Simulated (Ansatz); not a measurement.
# AlN (singlet): geometry optimisation

Where does this start of AlN (singlet) end when it is relaxed?

Method: RKS PBE0/def2-TZVP; program: Ansatz 0.2.0, Gaussian basis.

## Step 1: Starting geometry

2 atoms, charge 0, spin multiplicity 1.

Atoms are counted from 1 here; the program's logs count them from 0.

Bond lengths: Al1–N2 1.786 Å.

The start is set by covalent radii. Sticks and bond lists go by distance. 

## Step 2: Relaxation

in.yaml reads:

```yaml
crystal:
  periodic: [false, false, false]
  atoms:
    - {symbol: Al, position_ang: [0.000000, 0.000000, 0.000000]}
    - {symbol: N, position_ang: [0.000000, 0.000000, 1.785600]}
basis:
  gaussian: {orbitals: def2-TZVP}
hamiltonian: {xc: pbe0}
relax: {f_tol: 0.004, max_steps: 80}
```

Launch:

```console
> ansatz run in.yaml --threads 1 --pin off --events-out ev --progress --plain --max-ram 1740MiB
```

What does the calculation give? Wanted: energy gained; shift from the start; total energy; dipole moment.

As calculated:

| quantity | value |
| --- | --- |
| steps | 5 |
| energy gained | 0.173 eV |
| shift from the start (rms) | 0.059 Å |
| total energy | -8077.4558 eV |
| dipole moment | 4.68 D |

**Reading.** The bonds of the start are those of the end. Al1–N2 went from 1.786 to 1.668 Å. No vibrations were run, so this is a stationary point, not a proven minimum, and this spin need not be the ground state's.
